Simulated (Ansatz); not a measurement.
A run of Ansatz (development build ahead of 0.2.0) on singlet MgS at this shape:

```json
{"atom": "Mg", "x (Å)": "0.0000", "y (Å)": "0.0000", "z (Å)": "0.0000"}
{"atom": "S", "x (Å)": "0.0000", "y (Å)": "0.0000", "z (Å)": "2.2502"}
```

Its results:

```json
{
 "Converged": "yes",
 "Reference energy": "-596.94773 hartree",
 "Correlation energy": "-0.11790 hartree",
 "Total energy": "-597.06564 hartree",
 "Spin squared of the determinant": "1.009",
 "Stability test": "minimum",
 "Occupied orbitals by symmetry in an Abelian subgroup (alpha; beta)": "8 A1 3 B1 3 B2; 9 A1 2 B1 3 B2"
}
```

(1) Which input gives this output? Name the method, the orbitals and the basis set, and write the input.

## Answers

(1) UHF-MP2 in def2-SVP.

```yaml
crystal:
  periodic: [false, false, false]
  atoms:
    - { symbol: Mg, position_ang: [0.0, 0.0, 0.0] }
    - { symbol: S, position_ang: [0.0, 0.0, 2.25015] }
basis:
  gaussian: { orbitals: def2-SVP }
magnetization:
  spin_polarized: true
hamiltonian:
  xc: hf
correlation:
  method: mp2
  frozen_orbitals: { Mg: 1, S: 5 }
```

Caution: the unrestricted determinant is a mixture of spin states; a plain start can end on a higher determinant; another reference gives a lower total.
